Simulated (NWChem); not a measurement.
Everything below was run with NWChem. System: P (+1), charge 1, spin multiplicity 3. Its SCF solution wasn't tested for a lower state. Level: UMP2/def2-TZVP, 5 core orbitals frozen.

Part of the output:

```
             Northwest Computational Chemistry Package (NWChem) 7.3.0
             --------------------------------------------------------

                                NWChem Input Module
                                -------------------

 Scaling coordinates for geometry "geometry" by  1.889725989
 (inverse scale =  0.529177249)

                             Geometry "geometry" -> ""
                             -------------------------

 Output coordinates in angstroms (scale by  1.889725989 to convert to a.u.)

  No.       Tag          Charge          X              Y              Z
 ---- ---------------- ---------- -------------- -------------- --------------
    1 P                   15.0000     0.00000000     0.00000000     0.00000000

 Effective nuclear repulsion energy (a.u.)       0.0000000000

            Nuclear Dipole moment (a.u.)
            ----------------------------
        X                 Y               Z
 ---------------- ---------------- ----------------
     0.0000000000     0.0000000000     0.0000000000

      Symmetry information
      --------------------

 Group name             D2h
 Group number             26
 Group order               8
 No. of unique centers     1

      Symmetry unique atoms

     1


 Summary of "ao basis" -> "" (spherical)
 ------------------------------------------------------------------------------
       Tag                 Description            Shells   Functions and Types
 ---------------- ------------------------------  ------  ---------------------
 *                         def2-tzvp                  on all atoms

 Summary of "ao basis" -> "ao basis" (spherical)
 ------------------------------------------------------------------------------
       Tag                 Description            Shells   Functions and Types
 ---------------- ------------------------------  ------  ---------------------
 P                         def2-tzvp                13       37   5s5p2d1f

                                 NWChem SCF Module
                                 -----------------

  ao basis        = "ao basis"
  functions       =    37
  atoms           =     1
  alpha electrons =     8
  beta  electrons =     6
  charge          =   1.00
  wavefunction    = UHF
  use symmetry    = T
  symmetry adapt  = T

 Summary of "ao basis" -> "ao basis" (spherical)
 ------------------------------------------------------------------------------
       Tag                 Description            Shells   Functions and Types
[...]
     2   0 2 0     -7.690880     -6.029050     -1.661830      0.000000
     2   0 1 1     -0.000000     -0.000000      0.000000      0.000000
     2   0 0 2     -5.559155     -3.668133     -1.891023      0.000000

                   NWChem MP2 Semi-direct Energy/Gradient Module
                   ---------------------------------------------

  Basis functions       =     37
  Molecular orbitals    =     37
  Frozen core           =      5
  Frozen virtuals       =      0
  Active alpha occupied =      3
  Active beta occupied  =      1
  Active alpha virtual  =     29
  Active beta virtual   =     31
  Use MO symmetry       = T
  Use skeleton AO sym   = T

  AO/Fock/Back tols     =   1.0D-09  1.0D-09  1.0D-09

 GA uses MA = F    GA memory limited = T

 Available:
  local mem=  1.26D+08
 global mem=  1.44D+08
 local disk=  0.00D+00
  mp2_memr nvloc                    29
  nvloc new                    29
   1 passes of   3:        3145728                       7141                    210344.
   1 passes of   3: M    126153457           G      144176462           F     123007729.

 Semi-direct pass number   1 of   1  for UHF alpha       at        0.4s
  vrange nnbf                   703
  mp2_eaftype                    10  avail_ma_in_mb                  1099
 EAF : mp2_eaftype filesize          10     105172.
  mp2_eaf for mointskh                     10
Node 0 wrote      0.5 Mb in      0.0 s     Agg I/O rate:  1418.1 Mb/s
 Done moints_semi at        1.0s
  mp2_eaftype                    10  avail_ma_in_mb                  1089
 EAF : mp2_eaftype filesize          10     105172.
  mp2_eaf for kh                    10
 Done maket at        1.0s
 Done multipass loop at        1.0s

 GA uses MA = F    GA memory limited = T

 Available:
  local mem=  1.26D+08
 global mem=  1.44D+08
 local disk=  0.00D+00
  mp2_memr nvloc                    31
  nvloc new                    31
   1 passes of   1:        3145728                       4342                     76493.
   1 passes of   1: M    126153457           G      144176462           F     123007729.

 Semi-direct pass number   1 of   1  for UHF beta        at        1.0s
  vrange nnbf                   703
  mp2_eaftype                    10  avail_ma_in_mb                  1099
 EAF : mp2_eaftype filesize          10      38247.
  mp2_eaf for mointskh                     10
Node 0 wrote      0.2 Mb in      0.0 s     Agg I/O rate:  1078.7 Mb/s
 Done moints_semi at        1.4s
  mp2_eaftype                    10  avail_ma_in_mb                  1089
 EAF : mp2_eaftype filesize          10      38247.
  mp2_eaf for kh                    10
 Done maket at        1.4s
 Done multipass loop at        1.4s

          -------------------------------------------
          SCF energy                -340.345663301129
          Correlation energy          -0.060631811996
          Singlet pairs                0.000000000000
          Triplet pairs                0.000000000000
          Total MP2 energy          -340.406295113126
          -------------------------------------------

          ---------------------------------------------------
                    Spin Component Scaled (SCS) MP2
          Same spin pairs                     -0.010207530885
          Same spin scaling factor             0.333333333333
          Opposite spin pairs                 -0.050424281112
          Opposite spin scaling fact.          1.200000000000
          SCS-MP2 correlation energy          -0.063911647629
          Total SCS-MP2 energy              -340.409574948758
          ---------------------------------------------------

 -----------------------
 Performance information
 -----------------------

 Timer overhead =  2.36D-07 seconds/call

               Nr. of calls         CPU time (s)                 Wall time (s)                GFlops
             ---------------    -------------------     ------------------------------   -------------------
Name         Min   Avg   Max    Min     Avg     Max     Min     Avg     Max   Mx/calls   Min     Max     Sum
mp2: moin     2     2     2   0.95    0.95    0.95     0.95    0.95    0.95    0.48      0.0     0.0     0.0
mp2: make     2     2     2   4.53E-3 4.53E-3 4.53E-3  4.53E-3 4.53E-3 4.53E-3 2.26E-3   0.0     0.0     0.0
mp2: tota     1     1     1    1.0     1.0     1.0      1.0     1.0     1.0     1.0      0.0     0.0     0.0

 The average no. of pstat calls per process was 5.00D+00
 with a timing overhead of 1.18D-06s

 Task  times  cpu:        1.3s     wall:        1.3s

 Total times  cpu:        1.4s     wall:        1.4s
```

Question: Write an NWChem input that would produce this output.

Answer: Several could match; the one computed here: 
```
start mol
memory heap 200 mb stack 900 mb global 1100 mb
charge 1
geometry units angstroms nocenter noautoz
  P      0.000000     0.000000     0.000000
  symmetry group D2h
end
basis spherical
  * library def2-tzvp
end
scf
  uhf
  nopen 2
  maxiter 100
  thresh 1e-7
  semidirect memsize 60000000 filesize 0
  # guess.movecs holds the orbitals of an unrestricted PBE0 run
  vectors input guess.movecs output mol.movecs
end
mp2
  freeze core 5
end
task mp2 energy
```
